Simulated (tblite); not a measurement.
Record of a relaxation.

Compound: C4H5S (doublet state).
Numbering: `[CH2:1]=[CH:2]/[CH:3]=[CH:4]/[S:5]` (hydrogens: H6, H7 on C1; H8 on C2; H9 on C3; H10 on C4)
Bond orders are those of one Lewis drawing.

Computed with GFN2-xTB (tblite), gas phase: L-BFGS steps from a force-field or distance-geometry start until the largest atomic force falls under 0.01 eV/Å. 9 of its 31 geometries are shown.

Step 0: E = -388.1787 eV, largest atomic force 1.351 eV/Å
```
atom  x, y, z in Å  |  force x, y, z in eV/Å
C1     -1.628   -0.718    0.635   -0.580   0.052  -0.362
C2     -0.757   -0.127   -0.191    1.057  -0.105   0.835
C3      0.637    0.093    0.184   -0.688  -0.170   0.094
C4      1.520    0.689   -0.643    0.686   0.169  -0.047
S5      3.188    1.019   -0.341   -0.913  -0.232  -0.032
H6     -2.667   -0.866    0.318    0.568   0.019   0.301
H7     -1.353   -1.048    1.625   -0.038   0.007  -0.106
H8     -1.058    0.199   -1.165   -0.051   0.102  -0.286
H9      0.964   -0.227    1.167   -0.137  -0.016  -0.078
H10     1.163    0.992   -1.611    0.095   0.174  -0.320
```

Step 4: E = -388.2376 eV, largest atomic force 0.160 eV/Å
```
atom  x, y, z in Å  |  force x, y, z in eV/Å
C1     -1.629   -0.712    0.630    0.058   0.027  -0.021
C2     -0.729   -0.129   -0.175   -0.092  -0.037   0.060
C3      0.632    0.094    0.187   -0.077  -0.040   0.030
C4      1.520    0.690   -0.653   -0.104   0.022  -0.118
S5      3.142    1.004   -0.335    0.097  -0.026   0.125
H6     -2.649   -0.867    0.329   -0.005   0.010  -0.024
H7     -1.360   -1.048    1.614    0.026  -0.044   0.108
H8     -1.046    0.199   -1.157    0.089   0.037  -0.053
H9      0.954   -0.230    1.166    0.025  -0.003   0.030
H10     1.174    1.004   -1.628   -0.015   0.055  -0.137
```

Step 8: E = -388.2426 eV, largest atomic force 0.083 eV/Å
```
atom  x, y, z in Å  |  force x, y, z in eV/Å
C1     -1.628   -0.713    0.635    0.005  -0.002  -0.005
C2     -0.732   -0.130   -0.172    0.000  -0.001   0.002
C3      0.629    0.094    0.185    0.009   0.022  -0.050
C4      1.510    0.692   -0.664    0.011   0.001   0.013
S5      3.135    0.995   -0.317   -0.034  -0.026   0.034
H6     -2.647   -0.866    0.329   -0.022  -0.008   0.013
H7     -1.359   -1.053    1.622    0.003   0.001   0.001
H8     -1.031    0.202   -1.159   -0.010  -0.011   0.017
H9      0.956   -0.229    1.166    0.028   0.039  -0.068
H10     1.175    1.012   -1.646    0.010  -0.016   0.043
```

Step 11: E = -388.2435 eV, largest atomic force 0.048 eV/Å
```
atom  x, y, z in Å  |  force x, y, z in eV/Å
C1     -1.628   -0.715    0.637    0.005   0.009  -0.016
C2     -0.734   -0.130   -0.172   -0.003  -0.004  -0.014
C3      0.628    0.095    0.180   -0.015  -0.004   0.012
C4      1.511    0.694   -0.666   -0.020  -0.004  -0.008
S5      3.131    0.989   -0.308    0.032  -0.003   0.026
H6     -2.649   -0.867    0.331    0.013  -0.007   0.028
H7     -1.358   -1.054    1.624   -0.006   0.008  -0.026
H8     -1.030    0.202   -1.159   -0.045  -0.014   0.009
H9      0.961   -0.223    1.157    0.022   0.003   0.009
H10     1.176    1.012   -1.647    0.017   0.015  -0.021
```

Step 15: E = -388.2442 eV, largest atomic force 0.029 eV/Å
```
atom  x, y, z in Å  |  force x, y, z in eV/Å
C1     -1.628   -0.715    0.637   -0.001  -0.006   0.013
C2     -0.735   -0.131   -0.174   -0.003   0.005  -0.001
C3      0.626    0.097    0.177    0.011   0.003  -0.010
C4      1.510    0.694   -0.669    0.020   0.006  -0.001
S5      3.132    0.984   -0.296   -0.018  -0.003  -0.006
H6     -2.649   -0.869    0.337   -0.014  -0.002  -0.006
H7     -1.357   -1.053    1.622    0.019  -0.004   0.021
H8     -1.039    0.199   -1.159   -0.013   0.000  -0.014
H9      0.968   -0.219    1.153   -0.028  -0.007   0.002
H10     1.181    1.016   -1.650    0.027   0.007   0.001
```

Step 19: E = -388.2446 eV, largest atomic force 0.037 eV/Å
```
atom  x, y, z in Å  |  force x, y, z in eV/Å
C1     -1.628   -0.716    0.639    0.008   0.005  -0.004
C2     -0.738   -0.130   -0.175   -0.012  -0.006  -0.002
C3      0.625    0.098    0.172   -0.032  -0.002  -0.006
C4      1.512    0.696   -0.670   -0.020  -0.009   0.006
S5      3.131    0.981   -0.289    0.034   0.006   0.008
H6     -2.651   -0.871    0.340    0.032   0.000   0.019
H7     -1.352   -1.053    1.625   -0.001   0.008  -0.019
H8     -1.048    0.197   -1.161    0.014  -0.003   0.019
H9      0.964   -0.218    1.150   -0.023   0.001  -0.021
H10     1.193    1.020   -1.654   -0.001  -0.001   0.001
```

Step 22: E = -388.2448 eV, largest atomic force 0.016 eV/Å
```
atom  x, y, z in Å  |  force x, y, z in eV/Å
C1     -1.627   -0.716    0.640    0.004   0.002  -0.003
C2     -0.741   -0.130   -0.177    0.003   0.001  -0.010
C3      0.622    0.099    0.169    0.003   0.004   0.002
C4      1.513    0.696   -0.670    0.006   0.001   0.000
S5      3.132    0.979   -0.284   -0.004  -0.004   0.007
H6     -2.649   -0.872    0.344    0.000  -0.006   0.013
H7     -1.348   -1.052    1.625    0.005   0.003  -0.001
H8     -1.053    0.196   -1.161    0.001   0.008  -0.014
H9      0.959   -0.218    1.146   -0.006  -0.005   0.005
H10     1.200    1.023   -1.655   -0.013  -0.005   0.001
```

Step 26: E = -388.2450 eV, largest atomic force 0.018 eV/Å
```
atom  x, y, z in Å  |  force x, y, z in eV/Å
C1     -1.625   -0.715    0.640   -0.002  -0.001  -0.003
C2     -0.741   -0.130   -0.180   -0.002   0.006   0.002
C3      0.621    0.100    0.167    0.001  -0.007   0.001
C4      1.514    0.696   -0.670   -0.007   0.000   0.002
S5      3.133    0.977   -0.281   -0.009  -0.002  -0.001
H6     -2.648   -0.874    0.350   -0.008  -0.001  -0.005
H7     -1.344   -1.051    1.625    0.017   0.006  -0.002
H8     -1.054    0.197   -1.164    0.002  -0.001   0.000
H9      0.954   -0.219    1.145    0.003   0.002   0.002
H10     1.200    1.023   -1.655    0.004  -0.001   0.004
```

Step 30: E = -388.2450 eV, largest atomic force 0.007 eV/Å
```
atom  x, y, z in Å  |  force x, y, z in eV/Å
C1     -1.625   -0.715    0.640   -0.002   0.001   0.001
C2     -0.742   -0.129   -0.181   -0.002  -0.006   0.000
C3      0.620    0.099    0.166   -0.005   0.003   0.003
C4      1.514    0.696   -0.670    0.000  -0.003   0.000
S5      3.132    0.976   -0.278    0.004   0.001   0.001
H6     -2.649   -0.875    0.352    0.005   0.001   0.000
H7     -1.339   -1.049    1.624    0.001   0.001  -0.004
H8     -1.055    0.198   -1.165    0.001   0.001   0.002
H9      0.952   -0.219    1.145    0.001  -0.001   0.000
H10     1.201    1.023   -1.655   -0.001   0.001  -0.002
```

Question: Summarise the path.

Answer: The energy falls by 1.53 kcal/mol from step 0 to step 30; nine tenths of that is first reached at step 5. It falls at every step. The largest force goes from 1.351 to 0.007 eV/Å. Among the bonds C4–S5 changes most, from 1.727 to 1.688 Å; the atoms move by 0.042 Å rms after alignment.

Question: Follow the three bonds and two angles with the largest change from start to end.

Answer: 
```
step  E above end (kcal/mol)  largest force (eV/Å)  C4–S5 (Å)  C2–C3 (Å)  C1–H6 (Å)  C3–C4–S5 (°)  C3–C4–H10 (°)
   0                    1.53                 1.351      1.727      1.460      1.097         127.6          117.3
   1                    0.65                 0.596      1.704      1.433      1.078         127.9          116.4
   3                    0.24                 0.336      1.681      1.428      1.076         127.0          117.6
   4                    0.17                 0.160      1.683      1.426      1.075         126.5          118.4
   5                    0.12                 0.129      1.687      1.425      1.076         125.8          119.2
   7                    0.07                 0.089      1.690      1.425      1.075         125.1          119.7
   8                    0.06                 0.083      1.689      1.425      1.075         124.9          119.6
   9                    0.05                 0.068      1.687      1.425      1.076         124.8          119.5
  10                    0.04                 0.051      1.686      1.425      1.076         124.7          119.4
  12                    0.03                 0.050      1.687      1.424      1.076         124.5          119.5
  13                    0.03                 0.051      1.688      1.423      1.076         124.4          119.6
  14                    0.02                 0.040      1.689      1.424      1.075         124.3          119.6
  16                    0.02                 0.037      1.688      1.425      1.076         124.1          119.8
  17                    0.02                 0.040      1.688      1.425      1.076         124.1          119.8
  18                    0.01                 0.041      1.687      1.425      1.076         124.0          119.9
  20                    0.01                 0.035      1.687      1.425      1.077         124.0          120.2
  21                    0.01                 0.022      1.688      1.425      1.076         124.1          120.2
  22                    0.00                 0.016      1.689      1.424      1.076         124.1          120.2
  23                    0.00                 0.017      1.689      1.424      1.076         124.1          120.2
  25                    0.00                 0.019      1.689      1.424      1.075         124.1          120.0
  26                    0.00                 0.018      1.689      1.425      1.076         124.0          120.0
  27                    0.00                 0.017      1.688      1.424      1.076         124.0          120.0
  29                    0.00                 0.012      1.688      1.424      1.076         124.0          120.1
  30                    0.00                 0.007      1.688      1.424      1.076         124.0          120.1
```

What follows is the cost of the whole relaxation. Time: 0.1 s of wall time. Hardware: Arm Neoverse V2, one thread, shared host with 96 logical CPUs at a one-minute load of 47.
